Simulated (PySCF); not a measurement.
Which basis set comes closest?

Molecule: SMILES SC1CCCC1, C5H10S.

Geometry (Å), atoms numbered from 1 in this order:
```xyz
16

S     2.2636    0.7494   -0.4583
C     1.0990   -0.4406    0.3043
C     0.1278    0.2078    1.2906
C    -1.0012    0.7653    0.4095
C    -0.9822   -0.0834   -0.8859
C     0.1561   -1.0992   -0.7025
H     1.3337    1.5628   -1.0035
H     1.7710   -1.1650    0.7889
H    -0.2658   -0.5805    1.9547
H     0.6082    0.9657    1.9252
H    -1.9723    0.7230    0.9241
H    -0.8227    1.8275    0.1809
H    -1.9433   -0.5841   -1.0730
H    -0.7929    0.5525   -1.7646
H     0.6586   -1.3742   -1.6405
H    -0.2354   -2.0268   -0.2510
```

Geometry PBE0-D3(BJ)/def2-SVP throughout; GIAO in PySCF, gas phase, one conformer, non-relativistic; equivalent atoms averaged; functional PBE0.

Reference values (measured; solution, not stated per compound (mostly CDCl3 or CCl4); Pretsch, Buehlmann, Badertscher, Structure Determination of Organic Compounds, 4th ed. (2009)): δ(C2) = 38.3 ppm, δ(C3/C6) = 37.7 ppm, δ(C4/C5) = 24.6 ppm. Computed shifts are taken against TMS, calculated as an isolated molecule at each level.

Problem. How do the basis sets STO-3G, 6-31G, pcSseg-0, 6-31G*, def2-SVP, cc-pVDZ, pcSseg-1, 6-311+G(2d,p), aug-cc-pVDZ, def2-TZVP, IGLO-III, cc-pVTZ perform against the reference? Times are CPU seconds on shared hosts with different chips, so compare them loosely.

Solution. 
```csv
basis set,functions,C2,C3/C6,C4/C5,mean abs. error C,core-s
STO-3G,44,44.1,35.2,30.4,4.7,6.1
6-31G,78,46.2,38.6,22.3,3.7,12
pcSseg-0,78,46.1,39.8,22.2,4.1,6.8
6-31G*,108,43.6,36.9,21.2,3.2,17
def2-SVP,138,44.1,36.7,20.2,3.7,21
cc-pVDZ,138,47.5,38.8,22.4,4.2,14
pcSseg-1,159,46.8,39.2,21.8,4.3,16
"6-311+G(2d,p)",230,47.9,38.9,21.4,4.7,47
aug-cc-pVDZ,232,48.5,38.4,21.3,4.7,32
def2-TZVP,252,48.4,39.9,22.1,4.9,59
IGLO-III,319,49.0,40.6,22.5,5.2,49
cc-pVTZ,324,47.9,39.5,22.2,4.6,53
```

For 13C the closest is 6-31G* (3.2 ppm) and the furthest IGLO-III (5.2 ppm). Where a smaller basis beats a larger one, errors probably cancel. One molecule is a small sample, and vibrational and solvent effects are absent from the calculation.

A small basis that lands close on one nucleus may do so by chance; judge by the trend and by all nuclei.
